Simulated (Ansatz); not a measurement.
A nudged elastic band was laid between two geometries of CH4BCl (7 atoms, charge 0, multiplicity 1).

Level of theory: RKS PBE-D4/def2-SVP (Ansatz 0.2.0).

* movable images: 9
* climbing image: yes
* spring: 5.0 eV/Å²
* optimiser: quadratic models (default)
* start path: through a guess of the saddle point
* force threshold: 0.05 eV/Å
* iteration limit: 60
* end points: relaxed

Image 0:

```xyz
7
Properties=species:S:1:pos:R:3
B 0.445 0.020 0.025
C 0.768 -0.022 1.549
H -0.097 -0.214 2.214
H 1.563 -0.776 1.744
H 1.234 0.949 1.834
H 1.308 0.164 -0.820
Cl -1.203 -0.121 -0.585
```

Image 10:

```xyz
7
Properties=species:S:1:pos:R:3
B -0.341 -0.049 -1.593
C 1.214 -0.093 1.649
H 0.343 -0.707 1.944
H 2.064 -0.307 2.323
H 0.949 0.979 1.716
H 1.500 -0.336 0.607
Cl -1.709 0.514 -0.686
```

Problem. What changes between the two ends?

Solution. Bonds broken: B1–C2, B1–H6. Bonds formed: C2–H6. CH4BCl becomes BCl + CH4.

Problem. Give the energies along the band, and the barrier.

Solution. It converged. The highest image is number 5 of 0 to 10, 4.17 eV above the first end and 1.15 eV above the last; the last end lies 3.02 eV above the first. Neighbouring images differ by up to 2.1 eV, so the band resolves the path poorly. A vibrational analysis at the climbing image gives one clearly imaginary mode, 1237i cm⁻¹: a first-order saddle point. The orbitals stay closed-shell, which can raise the energy where a bond breaks towards radicals; this wasn't checked here.

```csv
image,path coordinate (Å),energy (eV),B1–C2 (Å),B1–H6 (Å),C2–H6 (Å)
0,0.00,0.00,1.56,1.22,2.44
1,0.48,0.01,1.56,1.22,2.45
2,0.96,0.02,1.56,1.22,2.46
3,1.44,0.45,1.55,1.19,2.17
4,1.91,2.52,1.73,1.16,1.78
5,2.39,4.17,2.13,1.26,1.49
6,2.74,3.65,2.37,1.49,1.23
7,3.09,3.22,2.70,1.81,1.13
8,3.44,3.08,3.02,2.16,1.12
9,3.79,3.03,3.33,2.50,1.11
10,4.14,3.02,3.60,2.88,1.11
```

Problem. What is the geometry of the highest image?

Solution. 
```xyz
7
Properties=species:S:1:pos:R:3:forces:R:3
B 0.282 -0.132 -0.565 0.00 0.00 0.00
C 0.920 -0.025 1.464 0.01 0.01 0.00
H 0.126 -0.647 1.916 0.00 0.00 0.00
H 1.926 -0.340 1.805 0.00 0.00 0.00
H 0.761 1.058 1.622 0.00 0.00 0.00
H 1.322 -0.412 0.084 0.00 0.00 0.00
Cl -1.319 0.497 -0.365 0.00 0.00 0.00
```

The band took 15 iterations and of the order of 3 core-minutes.

The run took 3.4 min on 1 thread of Arm Neoverse V1, with other jobs on the host, peak memory 0.11 GiB.
